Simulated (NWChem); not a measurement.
Al, doublet

Program: NWChem. Spin-unrestricted. The open p shell is one determinant without spherical averaging. No stability test was run on the SCF state.

For level TPSSh/def2-TZVP:

```
Item                                                         Result
-----------------------------------------------------------  ------
highest occupied level (eV)                                   -3.54
lowest empty minus highest occupied level, either spin (eV)    1.24
```

Q: Estimate the same quantities for level TPSS/def2-TZVP.

A: 
- highest occupied level (eV) = -3.22
- lowest empty minus highest occupied level, either spin (eV) = 0.63
